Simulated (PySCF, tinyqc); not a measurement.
CCSD on RHF in the sto-3g basis, for LiH, spin multiplicity 1, step by step. The lowest restricted solution is unstable here: a spin-polarised one lies 0.0172 hartree lower (PySCF). One step of it, computed by the program tinyqc.

Problem. CCSD: starting amplitudes. t_ij^ab = <ij||ab> / (e_i + e_j - e_a - e_b), whose energy is MP2.

orbital energies (hartree): MO1 -2.373175, MO2 -0.218546, MO3 0.067292, MO4 0.157911, MO5 0.157911, MO6 0.339706

Two-electron integrals over orbitals (pq|rs), unique and non-zero (hartree):
```
(11|11) 1.659478    (21|11) -0.097628   (21|21) 0.009840    (22|11) 0.298471
(22|21) 0.001900    (22|22) 0.436188    (31|11) -0.142510   (31|21) 0.010808
(31|22) -0.009920   (31|31) 0.022011    (32|11) 0.036321    (32|21) -0.002500
(32|22) -0.065983   (32|31) -0.000429   (32|32) 0.028000    (33|11) 0.387253
(33|21) -0.008288   (33|22) 0.212257    (33|31) 0.000486    (33|32) 0.017110
(33|33) 0.321846    (41|41) 0.009799    (42|41) 0.007304    (42|42) 0.020863
(43|41) 0.010435    (43|42) 0.021140    (43|43) 0.041375    (44|11) 0.396345
(44|21) -0.003493   (44|22) 0.235435    (44|31) -0.005075   (44|32) 0.018500
(44|33) 0.277574    (44|44) 0.312946    (51|51) 0.009799    (52|51) 0.007304
(52|52) 0.020863    (53|51) 0.010435    (53|52) 0.021140    (53|53) 0.041375
(54|54) 0.016869    (55|11) 0.396345    (55|21) -0.003493   (55|22) 0.235435
(55|31) -0.005075   (55|32) 0.018500    (55|33) 0.277574    (55|44) 0.279207
(55|55) 0.312946    (61|11) 0.066182    (61|21) -0.008704   (61|22) -0.006978
(61|31) -0.004279   (61|32) 0.002919    (61|33) 0.011528    (61|44) 0.001636
(61|55) 0.001636    (61|61) 0.010478    (62|11) -0.086855   (62|21) 0.000956
(62|22) 0.103668    (62|31) 0.004719    (62|32) -0.051262   (62|33) -0.016647
(62|44) -0.042563   (62|55) -0.042563   (62|61) 0.001600    (62|62) 0.132195
(63|11) 0.027886    (63|21) -0.002123   (63|22) -0.063350   (63|31) 0.003888
(63|32) 0.023493    (63|33) 0.037192    (63|44) 0.011357    (63|55) 0.011357
(63|61) 0.004749    (63|62) -0.043788   (63|63) 0.036213    (64|41) -0.005471
(64|42) -0.017585   (64|43) -0.010805   (64|64) 0.018526    (65|51) -0.005471
(65|52) -0.017585   (65|53) -0.010805   (65|65) 0.018526    (66|11) 0.346671
(66|21) 0.000325    (66|22) 0.405133    (66|31) -0.010127   (66|32) -0.051077
(66|33) 0.239648    (66|44) 0.254228    (66|55) 0.254228    (66|61) -0.005313
(66|62) 0.082597    (66|63) -0.047351   (66|66) 0.397570
```

Give: Starting amplitudes; correlation energy.

Solution.

Starting amplitudes (spin orbitals 1a, 1b, ...; amplitudes related by a flip of all spins are not repeated):
```
from      to          t
2a 2b  6a 6b    -0.1184
2a 2b  3a 6b     0.0607
2a 2b  3a 3b    -0.0490
2a 2b  5a 5b    -0.0277
2a 2b  4a 4b    -0.0277
1a 1b  3a 3b    -0.0045
1a 2b  5a 5b    -0.0025
1a 2b  4a 4b    -0.0025
1a 1b  5a 5b    -0.0019
1a 1b  4a 4b    -0.0019
1a 1b  6a 6b    -0.0019
1a 2b  3a 6b    -0.0016
1a 2b  3b 6a     0.0010
1a 1b  3a 6b     0.0008
1a 2a  3a 6a    -0.0006
1a 2b  6a 6b  -4.89e-04
1a 2b  3a 3b   1.57e-04
```

correlation energy = -0.024668 hartree
